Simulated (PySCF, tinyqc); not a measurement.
Inside a calculation. Method: CISD on RHF in the sto-3g basis, for HF, spin multiplicity 1. The lowest restricted solution is unstable here: a spin-polarised one lies 0.1322 hartree lower (PySCF). One step of it, computed by the program tinyqc.

Problem. CISD: determinants and Hamiltonian. Slater-Condon rules over spin orbitals, with the nuclear repulsion added and E(HF) subtracted on the diagonal. Only determinants linked to the reference directly or through others are kept (one block of an abelian symmetry group), so some states are absent.

one-electron integrals over orbitals h = C^T H C (hartree), lower triangle:
```
            1          2          3          4          5          6
1  -40.311027
2    0.734690  -9.089425
3    0.000000   0.000000  -8.497268
4    0.000000   0.000000   0.000000  -8.497268
5   -0.054340   0.270160   0.000000   0.000000  -6.052551
6   -0.062260   0.377122   0.000000   0.000000   2.667596  -5.647115
```

Two-electron integrals over orbitals (pq|rs), unique and non-zero (hartree):
```
(11|11) 5.365376    (21|11) -0.531154   (21|21) 0.082821    (22|11) 1.255504
(22|21) -0.024138   (22|22) 0.892270    (31|31) 0.029505    (32|31) 0.040647
(32|32) 0.194022    (33|11) 1.264034    (33|21) -0.015476   (33|22) 0.906743
(33|33) 0.997514    (41|41) 0.029505    (42|41) 0.040647    (42|42) 0.194022
(43|43) 0.053770    (44|11) 1.264034    (44|21) -0.015476   (44|22) 0.906743
(44|33) 0.889973    (44|44) 0.997514    (51|11) 0.041672    (51|21) -0.006503
(51|22) 0.002103    (51|33) 0.001235    (51|44) 0.001235    (51|51) 0.015034
(52|11) -0.061964   (52|21) 0.001980    (52|22) -0.032960   (52|33) -0.036033
(52|44) -0.036033   (52|51) 0.020570    (52|52) 0.110047    (53|31) -0.002915
(53|32) -0.012279   (53|53) 0.029007    (54|41) -0.002915   (54|42) -0.012279
(54|54) 0.029007    (55|11) 0.801912    (55|21) -0.007815   (55|22) 0.622649
(55|33) 0.609426    (55|44) 0.609426    (55|51) -0.000325   (55|52) -0.000200
(55|55) 0.599898    (61|11) 0.046063    (61|21) -0.007224   (61|22) 0.002049
(61|33) 0.001419    (61|44) 0.001419    (61|51) -0.014302   (61|52) -0.021221
(61|55) 0.001573    (61|61) 0.015856    (62|11) -0.068505   (62|21) 0.002019
(62|22) -0.038596   (62|33) -0.039801   (62|44) -0.039801   (62|51) -0.020015
(62|52) -0.093422   (62|55) -0.015200   (62|61) 0.019970    (62|62) 0.092047
(63|31) -0.003103   (63|32) -0.013019   (63|53) -0.026014   (63|63) 0.026821
(64|41) -0.003103   (64|42) -0.013019   (64|54) -0.026014   (64|64) 0.026821
(65|11) -0.479989   (65|21) 0.007629    (65|22) -0.301575   (65|33) -0.296948
(65|44) -0.296948   (65|51) 0.000913    (65|52) 0.045174    (65|55) -0.076427
(65|61) -0.002504   (65|62) 0.013849    (65|65) 0.287108    (66|11) 0.773748
(66|21) -0.008121   (66|22) 0.590787    (66|33) 0.579308    (66|44) 0.579308
(66|51) 0.004941    (66|52) 0.023250    (66|55) 0.597950    (66|61) -0.003841
(66|62) -0.031865   (66|65) -0.035172   (66|66) 0.611110
```

nuclear repulsion = 2.72615621 hartree

Hartree-Fock energy = -98.32805347 hartree

Give: determinants; H - E(HF) between determinants.

Solution.

Occupation strings over the orbitals (2 doubly, a alpha, b beta, 0 empty; spin orbitals ordered 1a 1b 2a 2b ...): 222220 2222ab 2a222b a2222b 2222ba 2b222a b2222a 222202 2a22b2 a222b2 222022 220222 2b22a2 202222 ab2222 b222a2 ba2222 022222

H - E(HF) between determinants (hartree), lower triangle:
```
        222220  2222ab  2a222b  a2222b  2222ba  2b222a  b2222a  222202
222220   0.000
2222ab   0.000   0.185
2a222b   0.000  -0.009   1.042
a2222b   0.000  -0.007   0.028  25.320
2222ba   0.000  -0.287  -0.014   0.003   0.185
2b222a   0.000  -0.014  -0.092  -0.020  -0.009   1.042
b2222a   0.000   0.003  -0.020  -0.016  -0.007   0.028  25.320
222202   0.287   0.041  -0.045  -0.001  -0.041   0.045   0.001   0.384
2a22b2  -0.014   0.045  -0.266   0.008  -0.017   0.093   0.020   0.033
a222b2   0.003   0.001   0.008  -0.445  -0.005   0.021   0.014   0.013
222022   0.027   0.026   0.013   0.003  -0.026  -0.013  -0.003   0.029
220222   0.027   0.026   0.013   0.003  -0.026  -0.013  -0.003   0.029
2b22a2   0.014  -0.017   0.093   0.020   0.045  -0.266   0.008  -0.033
202222   0.092   0.093   0.007  -0.002  -0.093  -0.007   0.002   0.110
ab2222  -0.020  -0.020   0.002  -0.037   0.021  -0.006   0.007  -0.021
b222a2  -0.003  -0.005   0.021   0.014   0.001   0.008  -0.445  -0.013
ba2222   0.020   0.021  -0.006   0.007  -0.020   0.002  -0.037   0.021
022222   0.016   0.014   0.007  -0.050  -0.014  -0.007   0.050   0.015

        2a22b2  a222b2  222022  220222  2b22a2  202222  ab2222  b222a2
2a22b2   1.272
a222b2   0.028  25.546
222022   0.012   0.003   0.569
220222   0.012   0.003   0.054   0.569
2b22a2  -0.110  -0.021  -0.012  -0.012   1.272
202222   0.066  -0.002   0.194   0.194  -0.066   2.407
ab2222   0.002  -0.095  -0.041  -0.041   0.010  -0.012  26.865
b222a2  -0.021  -0.015  -0.003  -0.003   0.028   0.002   0.007  25.546
ba2222   0.010   0.007   0.041   0.041   0.002   0.012  -0.083  -0.095
022222   0.007  -0.029   0.030   0.030  -0.007   0.083   0.495   0.029

        ba2222  022222
ba2222  26.865
022222  -0.495  55.069
```
